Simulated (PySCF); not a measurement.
# Electronic absorption of C4H7P

C4H7P.
SMILES with atom numbers: `[CH3:1][CH2:2][P:3]1[CH:4]=[CH:5]1` (hydrogens: H6, H7, H8 on C1; H9, H10 on C2; H11 on C4; H12 on C5)

Level of theory: TDDFT CAM-B3LYP/def2-SVPD, vertical, gas phase, core orbitals frozen in the response in PySCF. Geometry: GFN2-xTB, one conformer, isolated molecule. Torsions of this conformer, `[CH3:1][CH2:2][P:3]1[CH:4]=[CH:5]1`: C1–C2–P3–C4 -78°.

| state | E (eV) | E (kJ/mol) | λ (nm) | f | \|μ\| (D) | main configurations (H = HOMO, L = LUMO) |
| --- | --- | --- | --- | --- | --- | --- |
| S1 | 5.04 | 487 | 245.8 | 0.0004 | 0.15 | H→L (92%) |
| S2 | 5.46 | 527 | 226.9 | 0.018 | 0.92 | H→L+1 (82%) |
| S3 | 5.70 | 550 | 217.3 | 0.0042 | 0.44 | H-1→L (90%) |
| S4 | 6.56 | 633 | 188.9 | 0.023 | 0.96 | H→L+3 (76%) |
| S5 | 6.78 | 654 | 182.8 | 0.016 | 0.78 | H→L+2 (89%) |
| S6 | 6.96 | 671 | 178.2 | 0.0095 | 0.60 | H-2→L (62%), H-2→L+1 (20%) |
| S7 | 7.25 | 699 | 171.1 | 0.186 | 2.60 | H-1→L+1 (63%), H→L+3 (10%), H→L+6 (9%) |
| S8 | 7.46 | 719 | 166.3 | 0.101 | 1.89 | H→L+6 (32%), H→L+5 (30%), H→L+4 (26%) |

Triplets, Tamm–Dancoff:

```
state  E (eV)  λ (nm)  main configurations (H = HOMO, L = LUMO)
   T1    4.00   310.1                                 H→L (78%)
   T2    4.57   271.3                  H→L+1 (72%), H→L+4 (11%)
   T3    5.22   237.5                               H-1→L (96%)
```

The lowest singlet comes at 246 nm (487 kJ/mol) in the ultraviolet; it is dark (f under 0.0005); its leading configuration is HOMO→LUMO (92%). The strongest level in the table is S7 at 7.25 eV (171 nm, f = 0.186). Löwdin shares by element: HOMO phosphorus 47%, carbon 45% or more; LUMO carbon 68% or more, phosphorus 10%, hydrogen 8% or more. Orbital energies (eV): HOMO-3 -11.04, HOMO-2 -10.15, HOMO-1 -9.07, HOMO -7.76, LUMO 0.83, LUMO+1 1.15, LUMO+2 1.69. The listed states span 2.41 eV, and the widest gap between neighbours is 0.86 eV (S3 to S4). Of the 8 states listed, 5 reach f = 0.01 and 1 stays under 0.0005. Singlets were solved by full linear response, triplets in the Tamm–Dancoff approximation.

The run took 21 s of wall time (grids of density and orbitals included) on x86-64 server, one thread, no GPU, shared host.
